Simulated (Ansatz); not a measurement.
**AlH4+ (singlet): wave-function methods side by side at a displaced geometry (v1), cc-pVTZ**

An exercise on one series of results from a longer session: the logs are not shown, and one member is left open.

Method: cc-pVTZ, core rule «outside noble gas», up to 5 orbitals frozen; program: Ansatz 0.2.0, Gaussian basis.

Plan: UHF; CCSD(T) on RHF; BCCD(T) on RHF; CCSDT(Q) on RHF.

12 further runs of the same task are left out: 3 for a known fault of the program, 3 that didn't finish, 6 set aside as unsound or not needed.

### The system

The geometry is a PBE0/def2-TZVP stationary point (not a proven minimum) with its atoms shifted at random (size 0.040 Å).

5 atoms, charge 1, spin multiplicity 1.

Atoms are counted from 1 here; the program's logs count them from 0.

Bond lengths: Al1–H4 1.537 Å, Al1–H5 1.571 Å, H2–H3 0.831 Å. Angles: H4–Al1–H5 159.5°.

Geometry (Å):

```xyz
5

Al    0.0035   -0.0001   -0.1133
H     0.0027   -0.4011    1.9166
H     0.0506    0.4278    1.8740
H    -0.0522    1.5172   -0.3534
H    -0.0945   -1.5405   -0.4049
```

Set-up of the first run:

File in.yaml:

```yaml
crystal:
  periodic: [false, false, false]
  atoms:
    - {symbol: Al, position_ang: [0.003490, -0.000127, -0.113278]}
    - {symbol: H, position_ang: [0.002657, -0.401063, 1.916619]}
    - {symbol: H, position_ang: [0.050621, 0.427833, 1.874005]}
    - {symbol: H, position_ang: [-0.052158, 1.517161, -0.353393]}
    - {symbol: H, position_ang: [-0.094539, -1.540530, -0.404884]}
basis:
  gaussian: {orbitals: cc-pVTZ}
total_charge: 1
magnetization: {spin_polarized: true, initial_magnetization: 0}
hamiltonian: {xc: hf}
output: {orbitals: {seedname: orbitals}}
```

Run with:

```console
> ansatz run in.yaml --threads 1 --pin off --events-out ev --progress --plain --max-ram 2393MiB
```

Among the steps run: UHF; CCSD(T) on RHF; BCCD(T) on RHF; CCSDT(Q) on RHF.

One table of the session follows, with a row left open; its other results are not shown here.

| method | from RCCSDT(Q) (meV) |
| --- | --- |
| RHF | +3343.6 |
| RMP2 | +715.4 |
| RCCSD | +44.4 |
| RCCSD(T) | +9.9 |
| BCCD(T) | +9.7 |
| RCCSDT | ? |
| RCCSDT(Q) | 0 |

Q: Estimate the row for RCCSDT from the others.

The run gave: from RCCSDT(Q) (meV): +0.9. In the column «from RCCSDT(Q) (meV)» it lies between RCCSDT(Q) (0) and BCCD(T) (+9.7).
